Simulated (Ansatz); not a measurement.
These are PBE0-D3(BJ)/def2-SVP run with Ansatz (an electronic-structure program) values and carry that method's errors. No frequencies were computed at this level.

Ansatz 0.2 input:
```yaml
crystal:
  periodic: [false, false, false]
  atoms:
    - { symbol: C, position_ang: [1.359738, 0.144406, -0.150278] }
    - { symbol: S, position_ang: [-0.0127, -0.743983, -0.937467] }
    - { symbol: C, position_ang: [-1.360025, -0.161209, 0.129105] }
    - { symbol: H, position_ang: [1.450166, -0.171245, 0.885627] }
    - { symbol: H, position_ang: [1.181808, 1.214737, -0.210661] }
    - { symbol: H, position_ang: [2.259815, -0.114146, -0.697481] }
    - { symbol: H, position_ang: [-2.272405, -0.623429, -0.231911] }
    - { symbol: H, position_ang: [-1.437378, 0.920423, 0.058386] }
    - { symbol: H, position_ang: [-1.169019, -0.465554, 1.15468] }
basis:
  gaussian: { orbitals: def2-svp }
hamiltonian:
  xc: pbe0
  dispersion: d3bj
relax:
  max_steps: 150
```

Output:

```
Functional definition: PBE0
830 factors; integrals over basis functions are off by at most 2.3e-4 eV
mean field evaluation 1: about -12990.9643 eV, gradient 4.4e1 eV
mean field evaluation 2: about -12989.4205 eV, gradient 4.9e1 eV
mean field evaluation 4: about -12995.7166 eV, gradient 6.7e-1 eV
mean field evaluation 8: about -12995.7343 eV, gradient 8.5e-3 eV
mean field -12995.73425646 eV, -477.5844250997 hartree, gradient 9.1e-6 eV, S^2 0.000000; 0 other end points of the search recorded, 0 dependent functions left out
reference -12995.73427907 eV, -477.5844259306 hartree; 17, 17 occupied and 59, 59 virtual orbitals, 830 factors
relax step   1: F+E_penalty+E_count = -12995.86741197 eV  Δ(F+E_penalty+E_count) = +0.000e0 eV  max|allowed force component| = 7.476e-1 eV/Å  Δτ_max = 0.0000 Å  (25 SCF iters, accepted)
these checks for a lower state are left out or cut short: starts, cluster_reference, orbital_swaps, neighbouring_geometries, increment
830 factors; integrals over basis functions are off by at most 2.3e-4 eV
mean field evaluation 16: about -12995.7481 eV, gradient 5.8e-3 eV
mean field -12995.76439324 eV, -477.5855326060 hartree, gradient 8.9e-6 eV, S^2 0.000000; 0 other end points of the search recorded, 0 dependent functions left out
reference -12995.76441597 eV, -477.5855334416 hartree; 17, 17 occupied and 59, 59 virtual orbitals, 830 factors
relax step   2: F+E_penalty+E_count = -12995.89695559 eV  Δ(F+E_penalty+E_count) = -2.954e-2 eV  max|allowed force component| = 3.075e-1 eV/Å  Δτ_max = 0.0300 Å  (27 SCF iters, accepted)
these checks for a lower state are left out or cut short: starts, cluster_reference, orbital_swaps, neighbouring_geometries, increment
830 factors; integrals over basis functions are off by at most 2.4e-4 eV
mean field -12995.76912489 eV, -477.5857064911 hartree, gradient 9.0e-6 eV, S^2 0.000000; 0 other end points of the search recorded, 0 dependent functions left out
reference -12995.76914769 eV, -477.5857073290 hartree; 17, 17 occupied and 59, 59 virtual orbitals, 830 factors
relax step   3: F+E_penalty+E_count = -12995.90128343 eV  Δ(F+E_penalty+E_count) = -4.328e-3 eV  max|allowed force component| = 5.949e-2 eV/Å  Δτ_max = 0.0216 Å  (28 SCF iters, accepted)
these checks for a lower state are left out or cut short: starts, cluster_reference, orbital_swaps, neighbouring_geometries, increment
830 factors; integrals over basis functions are off by at most 2.4e-4 eV
mean field evaluation 32: about -12995.7686 eV, gradient 3.5e-1 eV
mean field -12995.76899529 eV, -477.5857017284 hartree, gradient 2.3e-5 eV, S^2 0.000000; 0 other end points of the search recorded, 0 dependent functions left out
reference -12995.76901803 eV, -477.5857025640 hartree; 17, 17 occupied and 59, 59 virtual orbitals, 830 factors
relax step   4: F+E_penalty+E_count = -12995.90143520 eV  Δ(F+E_penalty+E_count) = -1.518e-4 eV  max|allowed force component| = 5.058e-2 eV/Å  Δτ_max = 0.0086 Å  (22 SCF iters, accepted)
these checks for a lower state are left out or cut short: starts, cluster_reference, orbital_swaps, neighbouring_geometries, increment
830 factors; integrals over basis functions are off by at most 2.4e-4 eV
mean field -12995.76931214 eV, -477.5857133723 hartree, gradient 5.2e-6 eV, S^2 0.000000; 0 other end points of the search recorded, 0 dependent functions left out
reference -12995.76933490 eV, -477.5857142088 hartree; 17, 17 occupied and 59, 59 virtual orbitals, 830 factors
relax step   5: F+E_penalty+E_count = -12995.90163773 eV  Δ(F+E_penalty+E_count) = -2.025e-4 eV  max|allowed force component| = 1.986e-3 eV/Å  Δτ_max = 0.0037 Å  (23 SCF iters, accepted)
830 factors; integrals over basis functions are off by at most 2.4e-4 eV
mean field -12995.76931214 eV, -477.5857133723 hartree, gradient 5.2e-6 eV, S^2 0.000000; 1 other end points of the search recorded, 0 dependent functions left out
reference -12995.76933490 eV, -477.5857142088 hartree; 17, 17 occupied and 59, 59 virtual orbitals, 830 factors
Total energy: -12995.90166049 eV, -477.5905770846 hartree
Atom 0 at     1.361008     0.139707    -0.156531 Å, force    -0.000364    -0.000304    -0.000295 eV/Å
Atom 1 at    -0.012573    -0.736552    -0.928103 Å, force    -0.000027    -0.001576    -0.001986 eV/Å
Atom 2 at    -1.361460    -0.166213     0.123131 Å, force     0.000355    -0.000223    -0.000369 eV/Å
Atom 3 at     1.495482    -0.162916     0.893700 Å, force     0.000749     0.000929    -0.000648 eV/Å
Atom 4 at     1.225534     1.231281    -0.209091 Å, force     0.001051    -0.000630     0.000585 eV/Å
Atom 5 at     2.268856    -0.126862    -0.715767 Å, force    -0.000776     0.000865     0.001284 eV/Å
Atom 6 at    -2.281916    -0.638226    -0.248294 Å, force     0.000808     0.001043     0.001121 eV/Å
Atom 7 at    -1.482439     0.926989     0.069082 Å, force    -0.000748    -0.000832     0.000770 eV/Å
Atom 8 at    -1.212492    -0.467208     1.171873 Å, force    -0.001050     0.000727    -0.000463 eV/Å
Dipole moment:     0.003433     0.201115     0.253418 e Å
```

Cost: roughly 15 core-seconds.
